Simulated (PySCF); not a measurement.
Si(F)4 anion (F4Si), SMILES F[Si](F)(F)F (connectivity only; charge and spin as stated), charge -1, multiplicity 2.

Geometry: PBE-D3(BJ)/def2-SVPD. The multiplicity is an assumed one; other spin states were not compared. The isomer is the one that the SMILES or the coordinates give; other isomers of the formula were not compared.

These are PBE-D3(BJ)/def2-SVPD (PySCF) values and carry that method's errors.

Frequencies are harmonic and unscaled.

| mode | ν (cm⁻¹) | IR (km/mol) | moving atoms (share of kinetic energy) |
|---|---|---|---|
| 1 | 169 | 0.2 | F 100 % |
| 2 | 214 | 1.6 | F 76 %, Si 24 % |
| 3 | 282 | 0.0 | F 100 % |
| 4 | 353 | 5.5 | F 91 %, Si 9 % |
| 5 | 364 | 21.7 | F 72 %, Si 28 % |
| 6 | 491 | 2.4 | F 97 % |
| 7 | 713 | 137.0 | F 58 %, Si 42 % |
| 8 | 716 | 375.2 | Si 62 %, F 38 % |
| 9 | 744 | 142.7 | F 54 %, Si 46 % |
